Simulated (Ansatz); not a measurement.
# C₄H₆O: small, medium and large basis sets

An exercise on one series of results from a longer session: the logs are not shown, and one member is left open.

The runs use Ansatz 0.2.0, Gaussian basis; one geometry, several basis sets.

Levels to be run: PBE0-D4/def2-SVP; ωB97M-V/def2-SVP; PBE0-D4/def2-QZVPP; ωB97M-V/def2-QZVPP; the functionals' def2-TZVPP values are taken from earlier runs.

## The relaxed structure

An earlier PBE0-D4 in a triple-zeta def2 set relaxation fixed the geometry.

11 atoms, charge 0, spin multiplicity 1.

Atoms are counted from 1 here; the program's logs count them from 0.

Bond lengths: O1–C2 1.193 Å, C2–C3 1.525 Å, C2–C5 1.525 Å, C3–C4 1.548 Å, C3–H6 1.092 Å, C3–H7 1.092 Å, C4–C5 1.548 Å, C4–H8 1.089 Å, C4–H9 1.089 Å, C5–H10 1.092 Å, C5–H11 1.092 Å. Angles: O1–C2–C3 133.7°, O1–C2–C5 133.7°, C3–C2–C5 92.5°, C2–C3–C4 88.3°, C2–C3–H6 113.5°, C2–C3–H7 113.4°, C4–C3–H6 116.2°, C4–C3–H7 116.2°, H6–C3–H7 108.2°, C3–C4–C5 90.8°, C3–C4–H8 114.2°, C3–C4–H9 114.2°, C5–C4–H8 114.2°, C5–C4–H9 114.2°, H8–C4–H9 108.6°, C2–C5–C4 88.3°, C2–C5–H10 113.4°, C2–C5–H11 113.5° and more.

Coordinates:

```mol
C4H6O
  3D, bonds by distance, orders not assigned

 11 11  0  0  0  0  0  0  0  0999 V2000
   -1.1265    1.7416   -1.0929 O   0  0
   -0.5533    0.8558   -0.5371 C   0  0
    0.0701    0.7084    0.8471 C   0  0
    0.4750   -0.7353    0.4615 C   0  0
   -0.1636   -0.5632   -0.9383 C   0  0
   -0.6514    0.8064    1.6615 H   0  0
    0.8898    1.4067    1.0309 H   0  0
    1.5502   -0.9079    0.4437 H   0  0
    0.0097   -1.5076    1.0725 H   0  0
    0.5207   -0.6017   -1.7890 H   0  0
   -1.0207   -1.2032   -1.1600 H   0  0
  1  2  8  0
  2  3  8  0
  3  4  8  0
  4  5  8  0
  3  6  8  0
  3  7  8  0
  4  8  8  0
  4  9  8  0
  5 10  8  0
  5 11  8  0
  2  5  8  0
M  END
```

Set-up of the first run:

File in.yaml:

```yaml
crystal:
  periodic: [false, false, false]
  atoms:
    - {symbol: O, position_ang: [-1.126543, 1.741585, -1.092946]}
    - {symbol: C, position_ang: [-0.553276, 0.855814, -0.537114]}
    - {symbol: C, position_ang: [0.070097, 0.708395, 0.847136]}
    - {symbol: C, position_ang: [0.474980, -0.735265, 0.461500]}
    - {symbol: C, position_ang: [-0.163597, -0.563228, -0.938293]}
    - {symbol: H, position_ang: [-0.651415, 0.806356, 1.661536]}
    - {symbol: H, position_ang: [0.889829, 1.406743, 1.030933]}
    - {symbol: H, position_ang: [1.550238, -0.907908, 0.443722]}
    - {symbol: H, position_ang: [0.009700, -1.507613, 1.072483]}
    - {symbol: H, position_ang: [0.520723, -0.601667, -1.788974]}
    - {symbol: H, position_ang: [-1.020736, -1.203213, -1.160004]}
basis:
  gaussian: {orbitals: def2-SVP}
hamiltonian: {xc: pbe0, dispersion: d4}
output: {orbitals: {seedname: orbitals}}
```

The run is started by

```console
ansatz run in.yaml --threads 4 --pin off --events-out ev --progress --plain --max-ram 10444MiB
```

Steps of the session up to this table: PBE0-D4 in def2-SVP; ωB97M-V in def2-SVP; PBE0-D4 in def2-QZVPP; ωB97M-V in def2-QZVPP.

One table of the session follows, with a row left open; its other results are not shown here.

It belongs to the step «Density functionals: the series». 

```
functional       basis  HOMO (eV)
   PBE0-D4    def2-SVP      -7.04
   PBE0-D4  def2-TZVPP      -7.15
   PBE0-D4  def2-QZVPP      -7.18
   ωB97M-V    def2-SVP          ?
   ωB97M-V  def2-TZVPP      -9.50
   ωB97M-V  def2-QZVPP      -9.53
```

**Question.** Estimate the row for ωB97M-V, def2-SVP.

As computed: HOMO (eV): -9.38. In the column «HOMO (eV)» it lies between ωB97M-V, def2-TZVPP (-9.50) and PBE0-D4, def2-QZVPP (-7.18).
